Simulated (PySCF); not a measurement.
Na(Cl) cation (ClNa), SMILES [Na][Cl] (connectivity only; charge and spin as stated), charge +1, multiplicity 2. Geometry: PBE-D3(BJ)/def2-TZVPD. The multiplicity is an assumed one; other spin states were not compared.

Method: PBE-D3(BJ)/def2-TZVPD (PySCF 2.14.0).

Harmonic wavenumbers (cm⁻¹): 149. Rotational constants (GHz): 4.599 (linear); symmetry number 1.

**Question.** Work out the zero-point energy and the ideal-gas rigid-rotor harmonic-oscillator thermochemistry at 298.15 K and 1 atm.

**Answer.** ZPE = ½ Σ hcν = ½ × 149 cm⁻¹ = 0.89 kJ/mol. H − E(el) = 11.26 kJ/mol. Entropy in J/(mol K): translation 159.48, rotation 68.25, vibration 11.25, spin 5.76, total 244.74. G − E(el) = -61.71 kJ/mol. Cp = 37.07 J/(mol K). Modes under 150 cm⁻¹ make the vibrational entropy uncertain.
